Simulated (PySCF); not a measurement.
Stick spectrum of a doublet radical in fast tumbling, microwave frequency 9.571 GHz, simulated to first order from computed parameters.

Lines, field (mT) (relative intensity): 340.19 (1), 340.83 (1), 340.88 (1), 341.52 (1)

Task: What is g?

Result: The pattern is symmetric about 340.85 mT, so g = hν/(μB·B0) = 9571/(13.99624 × 340.85) = 2.0062, a shift of +3.9 × 10⁻³ from the free-electron value.

Task: Which couplings and how many nuclei make this pattern?

Result: The first two lines at either end are about 0.64 mT apart, which is the smallest coupling, and their intensity ratio 1:1 counts the nuclei that share it. In full: a 1:1 doublet of 0.69 mT (19 MHz), from 1 nucleus of spin 1/2; a 1:1 doublet of 0.64 mT (18 MHz), from 1 nucleus of spin 1/2. Check: Σ 2nI·a is the distance from the first to the last line, 1.33 mT.

Task: The radical has the formula C3H4FS. Propose a structure, and say which nuclei carry the couplings.

Result: The pattern alone needn't single out one isomer; the structure behind this simulation is `C[C@@]1(F)S[CH]1` [radical], numbered [CH3:1][C@:2]1([F:3])[CH:4][S:5]1 (hydrogens: H6, H7, H8 on C1; H9 on C4). 0.69 mT: 1H at H9 (α, 1 bond from C4; computed sign +); 0.64 mT: 19F at F3 (2 bonds from C4; computed sign −). The Mulliken spin populations are largest on C4 (+0.72) and S5 (+0.32). The angles at C4 add up to 325.8°, so it is pyramidal.

Method: UKS B3LYP, pcH-1 on C F H S, non-relativistic, mean-field spin-orbit, GIAO in PySCF 2.14.0. Isolated species at its GFN2-xTB geometry, gas phase. Couplings are sensitive to structure, and on GFN2-xTB geometries they can be far from those on DFT ones. Stability of the SCF solution: not tested.

Rare isotopes and splittings under 0.04 mT were left out of the simulation.
